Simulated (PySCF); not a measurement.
Computed with B3LYP-D3(BJ)/def2-TZVP (PySCF). Isolated molecules, 0 K electronic values unless said otherwise. One relaxed conformer stands for a flexible species; it need not be the lowest. B3LYP has the VWN-RPA correlation part, as in Gaussian. 

Reference species (SMILES): `C=C[C]C` (lower triplet; C–C–C–C torsion 180°) (neutral, multiplicity 3).

```json
{
  "highest_occupied_spin_orbital": "-5.25 eV"
}
```

Changed species: `C[C]O` (excited triplet; C–C–O–H torsion 103°) (X = hydroxy, multiplicity 3; the reference has X = vinyl, multiplicity 3).

Task: Give the shifts of the highest occupied spin orbital.

Result: the highest occupied spin orbital rises by 0.27 eV, to -4.98 eV.
